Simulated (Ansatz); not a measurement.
# The cluster HW2 (doublet): trial inputs and their diagnosis

Aim: try 2 inputs for the cluster HW2 (doublet) as typed, read how each ends, and find what has to change.

The runs use Ansatz 0.2.0, Gaussian basis; the settings change from run to run.

**1. The relaxed structure**

An earlier PBE-D4 in a triple-zeta def2 set relaxation fixed the geometry. W takes a core potential in def2 sets; no spin-orbit term is included.

3 atoms, charge 0, spin multiplicity 2.

Atoms are counted from 1 here; the program's logs count them from 0.

Bond lengths: W1–W2 2.144 Å, W2–H3 1.719 Å. Angles: W1–W2–H3 93.6°.

**2. Try 1**

Input file in.yaml:

```yaml
crystal:
  periodic: [false, false, false]
  atoms:
    - {symbol: W, position_ang: [1.213186, 0.922866, -0.575339]}
    - {symbol: W, position_ang: [-0.176262, -0.659001, -0.207044]}
    - {symbol: H, position_ang: [-0.719320, -0.114288, 1.146925]}
basis:
  gaussian: {orbitals: def2-mTZVP}
magnetization: {spin_polarized: true, initial_magnetization: 1}
hamiltonian: {xc: {name: PBE1PBE}}
output: {forces: true}
```

Run with:

```sh
$ ansatz run in.yaml --threads 4 --pin off --events-out ev --progress --plain --max-ram 3916MiB
```

Standard output:

```text
Error: YAML parse error: error: line 10 column 19: hamiltonian.xc: no functional is named "PBE1PBE"; the names, which are not case-sensitive, are SVWN5, SPW92, PBE, PBE0, PBEsol, revPBE, revPBE0, RPBE, rPW86-PBE, HSE06, wPBEh, LC-wPBE, HISS, HF, BLYP, B3LYP, B3LYP5, BHLYP, CAM-B3LYP, r2SCAN, r2SCANh, r2SCAN0, r2SCAN50, m-r2SCAN, B97, wB97, wB97X, wB97X-V, B97M-V, wB97M-V, B2PLYP, B2GP-PLYP, PBE0-DH, PBE-QIDH
  --> <input>:10:19
   |
 8 |   gaussian: {orbitals: def2-mTZVP}
 9 | magnetization: {spin_polarized: true, initial_magnetization: 1}
10 | hamiltonian: {xc: {name: PBE1PBE}}
   |                   ^ hamiltonian.xc: no functional is named "PBE1PBE"; the names, which are not case-sensitive, are SVWN5, SPW92, PBE, PBE0, PBEsol, revPBE, revPBE0, RPBE, rPW86-PBE, HSE06, wPBEh, LC-wPBE, HISS, HF, BLYP, B3LYP, B3LYP5, BHLYP, CAM-B3LYP, r2SCAN, r2SCANh, r2SCAN0, r2SCAN50, m-r2SCAN, B97, wB97, wB97X, wB97X-V, B97M-V, wB97M-V, B2PLYP, B2GP-PLYP, PBE0-DH, PBE-QIDH
11 | output: {forces: true}
   |
```

It took 0.05 s on 4 threads of Arm Neoverse V1, shared host.

Diagnosis: Refused before any calculation. The method's name isn't one that the program takes here. Its coordinates are also moved off the relaxed structure (shortest distance 1.56 Å, against 1.72 Å), and have to be restored too. To mend it, name a functional that the program knows.

**3. Try 2**

Input file in.yaml:

```yaml
crystal:
  periodic: [false, false, false]
  atoms:
    - {symbol: W, position_ang: [1.016365, 0.927008, -0.761785]}
    - {symbol: W, position_ang: [-0.217122, -0.780496, -0.362815]}
    - {symbol: H, position_ang: [1.316365, 0.977008, -0.461785]}
basis:
  gaussian: {orbitals: def2-TZVPD}
magnetization: {spin_polarized: true, initial_magnetization: 1}
hamiltonian: {xc: {name: PBE0}, dispersion: d4}
scf: {lower_state_search: full}
```

The command is unchanged.

Standard output, shortened:

```text
Functional definition: PBE0
  name "PBE0"
  cite "Adamo & Barone, J. Chem. Phys. 110, 6158 (1999) doi:10.1063/1.478522"
  cite "Perdew, Burke & Ernzerhof, Phys. Rev. Lett. 77, 3865 (1996) doi:10.1103/PhysRevLett.77.3865"
  parent pbe
[...]
883 factors; their error is unknown
[...]
mean field -3473.22897190 eV, -127.6388104784 hartree, gradient 7.4e-6 eV, S^2 2.582451; 22 other end points of the search recorded, 0 dependent functions left out
reference -3473.22900157 eV, -127.6388115684 hartree; 15, 14 occupied and 80, 81 virtual orbitals, 883 factors
Total energy: -3473.58258326 eV, -127.6518054560 hartree
```

It took 31 s on 4 threads of Arm Neoverse V1, shared host.

What is wrong: It ended without an error, which proves nothing about the input. One atom was put on top of another. The shortest distance is 0.43 Å (W1–H3), against 1.72 Å in the relaxed molecule. Its energy is no property of the relaxed molecule. To mend it, restore the atom's position.

**4. Summary**

```csv
try,level,ended,cause,time
1,PBE1PBE/def2-mTZVP,refused,the method's name isn't one that the program takes here,0.05 s
2,PBE0/def2-TZVPD,converged,one atom was put on top of another,31 s
```

1 refused, 1 converged. A refusal costs next to no computing time. The dangerous case is the input that converges on a wrong geometry, charge, spin, basis or grid: often only a look at the input shows it.
